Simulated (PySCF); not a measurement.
Match the calculated data to a structure.

All candidates are C5H8S.

* Polarisability: 79.5 au [B3LYP/def2-SVPD]
* Rotational structure: rotational constants A, B, C: 6.776, 2.001, 1.629 GHz [GFN2-xTB]
* 13C NMR: chemical shifts (computed TMS as zero) by class: 287.1 (1 C), 55.8 (2 C), 30.7 (2 C) ppm [GIAO PBE0/pcSseg-1]
* UV, strongest line: among the 8 lowest singlet transitions: S3 at 5.45 eV (228 nm, f = 0.231) [TDDFT B3LYP/def2-SVPD]
* UV, first state: lowest singlet excitation: 2.44 eV (508 nm, f = 0.000) [TDDFT B3LYP/def2-SVPD]
* NMR, other nuclei: isotropic shieldings of nuclei other than C and H, by class: -415 (1 S) ppm [GIAO PBE0/pcSseg-1]
* Triplet: lowest triplet excitation (Tamm–Dancoff): 2.03 eV [TDA B3LYP/def2-SVPD]
* 1H NMR: chemical shifts (computed TMS as zero) by class: 3.04 (4 H), 2.10 (4 H) ppm [GIAO PBE0/pcSseg-1]
* Dipole: 3.25 D [B3LYP/def2-SVPD]

Gas-phase values; electronic properties from PySCF, density fitting. Levels stand in brackets. Isolated species at its GFN2-xTB geometry (one conformer only). NMR classes are plain means over equivalent atoms (diastereotopic ones count apart unless rotation or inversion swaps them), as if these changed places fast.

Question: Which candidate is it?
A. `S=C1CCCC1`
B. `C[C@@H]1CCC1=S`
C. `C=C/C=C\SC`

Answer: A. It is `S=C1CCCC1`. Numbering: `[S:1]=[C:2]1[CH2:3][CH2:4][CH2:5][CH2:6]1`. Its formula, C5H8S, gives 2 degrees of unsaturation: 1 ring and 1 π bond in the structure found. 5 carbons fall into 3 classes; from least to most shielded: thiocarbonyl carbon [C2] (287.1 ppm), ring CH2 carbon [C3/C6] (55.8 ppm, 2 C), ring CH2 carbon [C4/C5] (30.7 ppm, 2 C). Hydrogen classes from least to most shielded: 4 H on 2 ring CH2 carbons, C3/C6 (3.04 ppm), 4 H on 2 ring CH2 carbons, C4/C5 (2.10 ppm). The other shieldings belong to: -415 ppm, thiocarbonyl sulfur [S1]. S1 is mainly HOMO→LUMO (weight 1.00); the largest Löwdin shares of the orbital it empties are 0.75 on the thiocarbonyl sulfur, 0.12 on the thiocarbonyl carbon and 0.04 on each of 2 atoms of one kind (ring CH2 carbon), of the orbital it fills 0.39 on the thiocarbonyl carbon, 0.38 on the thiocarbonyl sulfur and 0.06 on each of 2 atoms of one kind (ring CH2 carbon). The optimised geometry has point group C2 and is an asymmetric top.

The others, at the same levels:
- `C=C/C=C\SC` fails: it has 5 carbon classes against 3; its computed 13C shifts are 140.8 (1 C), 140.3 (1 C), 130.6 (1 C), 122.5 (1 C), 21.5 (1 C) ppm, 1H shifts are 6.81 (1 H), 6.19 (1 H), 5.72 (1 H), 5.40 (1 H), 5.34 (1 H), 2.27 (3 H) ppm and rotational constant A is 11.310 GHz (against 6.776 GHz).
- `C[C@@H]1CCC1=S` fails: it has 5 carbon classes against 3; its computed 13C shifts are 293.8 (1 C), 59.0 (1 C), 50.2 (1 C), 25.4 (1 C), 23.2 (1 C) ppm, 1H shifts are 3.32 (1 H), 3.22 (1 H), 3.15 (1 H), 2.76 (1 H), 2.05 (1 H), 1.28 (3 H) ppm and rotational constant A is 4.449 GHz (against 6.776 GHz).

Each candidate is one conformer, not necessarily the lowest. The conformers computed, where there is a choice (atom-mapped SMILES and torsion angles):
- `[CH2:1]=[CH:2]/[CH:3]=[CH:4]\[S:5][CH3:6]`: C1–C2–C3–C4 180°, C3–C4–S5–C6 180°

The conformers of `S=C1CCCC1` aren't listed.
